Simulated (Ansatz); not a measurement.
Q: Name a neutral molecule of C, F, O and H with zero-point energy (PBE0-D4/def2-TZVP) between 53 and 69 kJ/mol and HOMO energy (PBE/def2-TZVPP) between -7.90 and -7.60 eV (Ansatz, PBE0-D4/def2-TZVP geometry).

A: `O=CF` (55.1 kJ/mol, -7.78 eV). Other molecules can fit too; these were computed, each in one conformer that needn't be the lowest.
